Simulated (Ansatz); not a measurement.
**C5H10O2: one species, many methods**

One table from this session's results is given with a row withheld; the runs are named, their logs left out.

Computed with Ansatz 0.2.0, Gaussian basis. Level: functionals in def2-TZVPP, the program's frozen cores in correlated methods.

The runs, in order: LDA (SPW92), PBE-D4, revPBE-D4, BLYP-D4, r2SCAN-D4, B97M-V, PBE0-D4, B3LYP-D4, r2SCANh-D4, r2SCAN0-D4, HSE06-D4, BHLYP-D4, CAM-B3LYP-D4, LC-ωPBE, ωB97X-V, ωB97M-V, B2PLYP, PBE-QIDH; CCSD(T)/def2-SVP; CCSD(T)/def2-TZVPP; MP2/def2-QZVPP; extrapolation to the limit; RPA on PBE.

2 further runs of the same task are left out: 2 set aside as unsound or not needed.

## The relaxed structure

All runs share one geometry, relaxed beforehand with PBE0-D4 in a triple-zeta def2 set.

SMILES `CC1OCCCO1`, 17 atoms, charge 0, spin multiplicity 1.

Atoms are counted from 1 here; the program's logs count them from 0.

Bond lengths: C1–C2 1.520 Å, C1–H8 1.090 Å, C1–H9 1.091 Å, C1–H10 1.091 Å, C2–O3 1.405 Å, C2–O7 1.405 Å, C2–H11 1.092 Å, O3–C4 1.414 Å, C4–C5 1.516 Å, C4–H12 1.100 Å, C4–H13 1.091 Å, C5–C6 1.516 Å, C5–H14 1.094 Å, C5–H15 1.094 Å, C6–O7 1.414 Å, C6–H16 1.091 Å, C6–H17 1.100 Å. Angles: C2–C1–H8 113.0°, C2–C1–H9 109.3°, C2–C1–H10 109.3°, H8–C1–H9 108.1°, H8–C1–H10 108.1°, H9–C1–H10 108.9°, C1–C2–O3 112.6°, C1–C2–O7 112.6°, C1–C2–H11 109.3°, O3–C2–O7 112.2°, O3–C2–H11 104.7°, O7–C2–H11 104.7°, C2–O3–C4 113.8°, O3–C4–C5 110.4°, O3–C4–H12 110.8°, O3–C4–H13 105.9°, C5–C4–H12 110.3°, C5–C4–H13 111.8° and more.

Set-up of the first run:

The input, in.yaml:

```yaml
crystal:
  periodic: [false, false, false]
  atoms:
    - {symbol: C, position_ang: [1.331262, -0.308489, 1.419652]}
    - {symbol: C, position_ang: [0.685238, -1.055811, 0.265050]}
    - {symbol: O, position_ang: [0.993479, -0.491578, -0.984652]}
    - {symbol: C, position_ang: [0.333927, 0.732983, -1.236562]}
    - {symbol: C, position_ang: [-1.165512, 0.564821, -1.089888]}
    - {symbol: C, position_ang: [-1.450587, -0.047692, 0.267194]}
    - {symbol: O, position_ang: [-0.698011, -1.231555, 0.440729]}
    - {symbol: H, position_ang: [0.968992, 0.714960, 1.521167]}
    - {symbol: H, position_ang: [1.123906, -0.836441, 2.351719]}
    - {symbol: H, position_ang: [2.411047, -0.273246, 1.267010]}
    - {symbol: H, position_ang: [1.090082, -2.069157, 0.219402]}
    - {symbol: H, position_ang: [0.697684, 1.518696, -0.558423]}
    - {symbol: H, position_ang: [0.612806, 1.020497, -2.251503]}
    - {symbol: H, position_ang: [-1.672884, 1.528607, -1.191637]}
    - {symbol: H, position_ang: [-1.534594, -0.102093, -1.874109]}
    - {symbol: H, position_ang: [-2.496908, -0.339923, 0.368957]}
    - {symbol: H, position_ang: [-1.229925, 0.675430, 1.065905]}
basis:
  gaussian: {orbitals: def2-TZVPP}
hamiltonian: {xc: lda}
output: {orbitals: {seedname: orbitals}}
```

Command:

```console
$ ansatz run in.yaml --threads 2 --pin off --events-out ev --progress --plain --max-ram 32768MiB --backend cuda --devices 0, --max-vram 18GiB
```

Steps of the session up to this table: LDA; PBE-D4 (GGA); revPBE-D4 (GGA); BLYP-D4 (GGA); r2SCAN-D4 (meta-GGA); B97M-V (meta-GGA); B3LYP-D4 (hybrid); r2SCANh-D4 (hybrid); r2SCAN0-D4 (hybrid); HSE06-D4 (hybrid); BHLYP-D4 (hybrid); CAM-B3LYP-D4 (range-separated); LC-ωPBE (range-separated); ωB97X-V (range-separated); ωB97M-V (range-separated); B2PLYP (double hybrid); PBE-QIDH (double hybrid).

One table of the session follows, with a row left open; its other results are not shown here.

It belongs to the step «Orbital energies across the functionals». 

```
  functional  HOMO (eV)  LUMO (eV)  gap (eV)
 LDA (SPW92)      -6.08       0.22      6.30
      PBE-D4          ?          ?         ?
   revPBE-D4      -5.86       0.48      6.34
     BLYP-D4      -5.83       0.38      6.21
   r2SCAN-D4      -6.24       1.13      7.37
      B97M-V      -6.43       0.52      6.95
     PBE0-D4      -7.47       1.19      8.66
    B3LYP-D4      -7.26       0.85      8.11
  r2SCANh-D4      -6.81       1.36      8.18
  r2SCAN0-D4      -7.68       1.69      9.37
    HSE06-D4      -7.06       0.82      7.88
    BHLYP-D4      -8.98       1.78     10.76
CAM-B3LYP-D4      -8.93       1.94     10.87
     LC-ωPBE     -10.22       3.24     13.46
     ωB97X-V      -9.92       3.03     12.96
     ωB97M-V      -9.86       2.61     12.48
```

Q: Estimate the row for PBE-D4 from the others.

**Answer.** HOMO (eV): -5.92; LUMO (eV): 0.39; gap (eV): 6.32. In the column «HOMO (eV)» it lies between LDA (SPW92) (-6.08) and revPBE-D4 (-5.86).
